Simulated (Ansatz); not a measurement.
**CH₄NNa (SMILES N[CH2][Na]): single points off equilibrium**

One table from this session's results is given with a row withheld; the runs are named, their logs left out.

The runs use Ansatz 0.2.0, Gaussian basis; single points in def2-TZVPP.

Cores are frozen in the correlated methods. The outer core shell of Li, Na, Mg and K is correlated.

### Starting geometry

SMILES `N[CH2][Na]`, 7 atoms, charge 0, spin multiplicity 1.

Atoms are counted from 1 here; the program's logs count them from 0.

Bond lengths: N1–C2 1.499 Å, N1–H4 0.954 Å, N1–H5 1.179 Å, C2–Na3 2.470 Å, C2–H6 1.097 Å, C2–H7 0.996 Å. Angles: C2–N1–H4 118.9°, C2–N1–H5 103.9°, H4–N1–H5 121.2°, N1–C2–Na3 120.4°, N1–C2–H6 117.1°, N1–C2–H7 96.5°, Na3–C2–H6 105.3°, Na3–C2–H7 113.6°, H6–C2–H7 102.5°.

Coordinates:

```mol
CH4NNa
  3D, bonds by distance, orders not assigned

  7  6  0  0  0  0  0  0  0  0999 V2000
   -0.2381   -0.7810   -0.6664 N   0  0
    0.3756    0.0277    0.4371 C   0  0
   -0.6504    2.1614    1.1416 Na  0  0
   -1.1349   -1.0903   -0.5677 H   0  0
    0.1132   -0.2314   -1.6490 H   0  0
    1.4516    0.2314    0.3695 H   0  0
    0.3345   -0.6830    1.1339 H   0  0
  1  2  8  0
  1  4  8  0
  1  5  8  0
  2  3  8  0
  2  6  8  0
  2  7  8  0
M  END
```

The first run:

Contents of run/in.yaml:

```yaml
crystal:
  periodic: [false, false, false]
  atoms:
    - {symbol: N, position_ang: [-0.238100, -0.781000, -0.666400]}
    - {symbol: C, position_ang: [0.375600, 0.027700, 0.437100]}
    - {symbol: Na, position_ang: [-0.650400, 2.161400, 1.141600]}
    - {symbol: H, position_ang: [-1.134900, -1.090300, -0.567700]}
    - {symbol: H, position_ang: [0.113200, -0.231400, -1.649000]}
    - {symbol: H, position_ang: [1.451600, 0.231400, 0.369500]}
    - {symbol: H, position_ang: [0.334500, -0.683000, 1.133900]}
basis:
  gaussian: {orbitals: def2-TZVPP}
correlation: {method: ccsd_t}
output: {forces: true}
```

The command line of these runs was not kept.

Steps of the session up to this table: CCSD(T)/def2-TZVPP; PBE0-D4/def2-TZVPP; wB97M-V/def2-TZVPP; r2SCAN-D4/def2-TZVPP; PBE-D4/def2-TZVPP; BLYP-D4/def2-TZVPP; revPBE-D4/def2-TZVPP.

One of the session's tables, all rows but one given; the rest of the session is left out.

```
   method  RMS force component (eV/Å)  angle to CCSD(T) forces (°)  dipole (D)
  CCSD(T)                       2.527                    reference        4.88
  PBE0-D4                       2.579                          2.9        4.78
  wB97M-V                       2.530                          2.4        5.97
r2SCAN-D4                       2.541                          2.0        4.12
   PBE-D4                       2.558                          4.6        3.42
  BLYP-D4                       2.489                          3.7        3.24
revPBE-D4                           ?                            ?           ?
```

Q: Estimate the row for revPBE-D4 from the others.

**Answer.** RMS force component (eV/Å): 2.552; angle to CCSD(T) forces (°): 4.2; dipole (D): 3.41. In the column «RMS force component (eV/Å)» it lies between r2SCAN-D4 (2.541) and PBE-D4 (2.558).
